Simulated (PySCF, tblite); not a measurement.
Energy landscape of H₂O, singlet: symmetric bend, bond length relaxed. Scanned: H-O-H angle. Other coordinates (O-H bond length) were minimised at PBE0/def2-TZVP.

GFN2-xTB, 300 K electronic temperature (tblite); CCSD(T) on RHF/cc-pVTZ, 1 core orbital frozen (PySCF).

Energies relative to the lowest point of each profile, in mEh; the last columns give the difference from CCSD(T):

| a / ° | GFN2-xTB | CCSD(T) | GFN2-xTB − CCSD(T) |
|---|---|---|---|
| 180 | 49.9 | 53.7 | -3.8 |
| 170 | 46.9 | 51.4 | -4.5 |
| 160 | 39.0 | 44.8 | -5.9 |
| 150 | 28.7 | 35.3 | -6.6 |
| 140 | 18.3 | 24.5 | -6.2 |
| 130 | 9.4 | 14.1 | -4.7 |
| 120 | 3.0 | 5.7 | -2.7 |
| 110 | 0.0 | 0.7 | -0.7 |
| 100 | 1.0 | 0.0 | 1.0 |
| 90 | 6.6 | 4.5 | 2.1 |
| 80 | 17.6 | 14.9 | 2.7 |
| 70 | 34.6 | 31.7 | 3.0 |
| 60 | 58.4 | 55.5 | 2.9 |

GFN2-xTB is furthest from CCSD(T) at 150 (-6.6 mEh, below); its mean absolute difference over the points is 3.6 mEh.
